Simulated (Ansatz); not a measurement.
The cluster Mg3H4⁻. The state is a doublet with charge -1. Geometry r2SCAN-D4/def2-TZVPD; atoms count from 1.

| atom | x (Å) | y (Å) | z (Å) |
| --- | --- | --- | --- |
| Mg1 | 1.3292 | -0.0579 | 0.1252 |
| Mg2 | -0.4132 | 2.8487 | -0.4242 |
| Mg3 | -1.2547 | -0.4577 | -0.0483 |
| H4 | 3.0645 | 0.0626 | 0.2620 |
| H5 | 0.2217 | -0.9326 | -1.1477 |
| H6 | -2.9470 | -0.8727 | -0.1411 |
| H7 | -0.0007 | -0.5904 | 1.3741 |

The highest occupied level of the relaxed charge -1 doublet lies above zero (up to 0.03 eV). By energy differences its removal costs 1.15 eV (each at its own geometry, to the charge 0 singlet, at PBE0-D4/def2-TZVPD); the vertical value is larger still, so the positive level points to self-interaction error. The structure comes from a short search, and lower isomers may exist.

(1) Estimate the Mulliken populations from the PBE0/def2-TZVPD orbitals of Ansatz.

(2) Where does the spin sit?

(3) And the Mayer bond orders between bonded heavy atoms (over 0.3)?

Answers

(1) 
| atom | charge (e) | spin (α − β) |
| --- | --- | --- |
| Mg1 | 0.10 | 0.25 |
| Mg2 | -0.32 | 0.50 |
| Mg3 | 0.10 | 0.25 |
| H4 | -0.25 | 0.01 |
| H5 | -0.19 | -0.01 |
| H6 | -0.25 | 0.01 |
| H7 | -0.19 | -0.01 |
Mulliken values and Mayer orders depend strongly on the basis. With diffuse functions, as here, like atoms can get unlike values, and bond orders can come out too low or too high.

(2) Summed by element: Mg 1.01, H -0.01, of 1 unpaired in all. Largest on single atoms: Mg2 0.50, Mg3 0.25, Mg1 0.25.

(3) Mg1–Mg2 0.41 (3.43 Å); Mg1–Mg3 0.38 (2.62 Å); Mg2–Mg3 0.41 (3.43 Å).
